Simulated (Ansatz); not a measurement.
Relaxation of C3H6FN (11 atoms, charge 0, multiplicity 1), to a largest force component of 0.015 eV/Å in at most 40 steps.

All numbers below come from RHF/def2-SVP (Ansatz).

```xyz
11
Properties=species:S:1:pos:R:3:forces:R:3
C 0.695 1.127 1.077 -1.68 2.93 -0.96
C 0.470 -0.018 0.179 2.58 0.41 0.81
F 1.540 -0.748 -0.128 0.94 -0.09 0.28
C -0.624 -0.386 -0.349 -7.37 -0.08 -1.19
N -0.916 -1.492 -1.173 1.71 1.02 0.45
H -0.296 1.717 1.237 1.79 -1.32 -0.24
H 1.380 1.876 0.616 -0.24 -0.65 0.27
H 1.085 0.876 2.027 0.49 -0.54 1.11
H -1.603 0.184 -0.100 2.27 -0.62 -0.35
H -1.881 -1.629 -1.346 -0.36 -0.28 0.18
H -0.420 -2.281 -0.831 -0.13 -0.78 -0.37
```

Task: Where does it end, and by what steps?

Result: The forces met the threshold. After 9 steps the energy has fallen by 0.572 eV; H11 moved furthest, 0.47 Å.

```tsv
step	energy less start (eV)	largest force component (eV/Å)	accepted
0	0.0000	7.368	yes
1	-0.4763	1.477	yes
2	-0.5334	0.514	yes
3	-0.5543	0.368	yes
4	-0.5660	0.224	yes
5	-0.5695	0.157	yes
6	-0.5720	0.042	yes
7	-0.5723	0.020	yes
8	-0.5725	0.015	yes
9	-0.5725	0.010	yes
```

```xyz
11
Properties=species:S:1:pos:R:3
C 0.689 1.164 1.065
C 0.376 -0.027 0.228
F 1.438 -0.828 0.041
C -0.769 -0.353 -0.343
N -0.971 -1.437 -1.196
H -0.198 1.778 1.209
H 1.463 1.774 0.593
H 1.064 0.856 2.044
H -1.620 0.296 -0.193
H -1.836 -1.915 -1.036
H -0.207 -2.084 -1.203
```

Run time: 34 s on 1 thread of Intel(R) Xeon(R) Platinum 8259CL CPU @ 2.50GHz (Skylake/Cascade Lake), with other jobs on the host, peak memory 0.21 GiB.
